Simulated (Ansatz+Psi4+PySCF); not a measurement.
# doublet CN: levels of theory in one basis

```xyz
2

C     0.0000    0.0000   -0.6110
N     0.0000    0.0000    2.7934
```

Basis set: cc-pVTZ (spherical functions). Correlated methods keep 2 orbitals frozen. Correlation on ROHF uses semicanonical orbitals with singles. Charge 0, multiplicity 2.

Computed with Ansatz (development build ahead of 0.2.0); each method stands on the lowest determinant of its kind that the runs found.

| method | E − E(ROHF) (eV) | <S²> of the determinant |
| --- | --- | --- |
| ROHF | 0.00 | 0.75 |
| UHF | -6.17 | 2.77 |
| ROHF-MP2 | -5.49 | – |
| UHF-MP2 | -10.62 | 2.77 |
| UHF-CCSD | -11.60 | 2.77 |
| UHF-CCSD(T) | -11.72 | 2.77 |

The restricted and unrestricted rows may stand on different electronic states: another unrestricted solution lies nearer the restricted one.

Caution for ROHF, ROHF-MP2: an unrestricted determinant lies well below; the determinant may break the point group. Caution for UHF, UHF-MP2, UHF-CCSD, UHF-CCSD(T): the unrestricted determinant is a mixture of spin states. Caution for ROHF-MP2: bonds are stretched, where a single reference can fail. Caution for UHF-MP2, UHF-CCSD, UHF-CCSD(T): a plain start can end on a higher determinant. Caution for UHF-CCSD(T): another reference gives a lower total.
